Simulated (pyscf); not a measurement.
Optimised with ωB97X-D3(BJ)/def2-SVP in PySCF.

Q: For the elementary gas-phase step HO–VH(F)(F)–F -> O=V(F)(F)–F + hydrogen (H₂) (singlet surface; H–O, H–V broken, H–H formed), what barrier and reaction energy does ωB97M-D3(BJ)/def2-TZVP give, measured from the reactant's lowest minimum found?

A: ΔE‡ = 25.2 kcal/mol, ΔE = -21.9 kcal/mol. Zero-point energy shifts the barrier by -2.7 kcal/mol. It is an elimination, with an imaginary mode of 1427i cm⁻¹. On the reactant side the descent ends in a point that may be a rotor saddle (no frequency run), 4.1 kcal/mol over the lowest minimum found and 20.6 kcal/mol under the saddle at ωB97X-D3(BJ)/def2-TZVP. At the saddle there is also a short H–V contact that neither side keeps. One saddle was located; it need not be the lowest between these sides.
